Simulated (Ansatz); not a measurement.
Geometry optimisation, Ansatz 0.2.0, RKS PBE0-D4/def2-SVP.

Input file:

```yaml
crystal:
  periodic: [false, false, false]
  atoms:
    - { symbol: Al, position_ang: [0.0, 0.0, 0.0] }
    - { symbol: O, position_ang: [0.0, 0.0, 1.78] }
    - { symbol: H, position_ang: [-0.9095, -0.2814, 2.1171] }
    - { symbol: H, position_ang: [1.351, 0.0, -0.78] }
    - { symbol: F, position_ang: [-1.4635, 0.0, -0.845] }
basis:
  gaussian: { orbitals: def2-SVP }
hamiltonian:
  xc: pbe0
  dispersion: d4
relax:
  f_tol: 0.02
  max_steps: 40
```

Run as:

```bash
$ ansatz run input.yaml --threads 1 --pin off --max-ram 2048MiB --backend cpu --events-out ev --progress --plain --runs-dir out
```

Q: Where does it end, and by what steps?

A: The forces met the threshold. After 5 steps the energy has fallen by 0.199 eV; H3 moved furthest, 0.17 Å.

```
step  energy less start (eV)  largest force component (eV/Å)  accepted
   0                  0.0000                           2.104       yes
   1                 -0.1142                           1.349       yes
   2                 -0.1795                           0.433       yes
   3                 -0.1964                           0.261       yes
   4                 -0.1987                           0.071       yes
   5                 -0.1988                           0.008       yes
```

```xyz
5
Properties=species:S:1:pos:R:3
Al -0.022 -0.026 -0.011
O -0.071 -0.119 1.675
H -0.845 -0.172 2.237
H 1.356 0.052 -0.747
F -1.440 -0.017 -0.882
```

Run time: 7.5 s on 1 thread of Arm Neoverse V2, with other jobs on the host, peak memory 0.12 GiB.
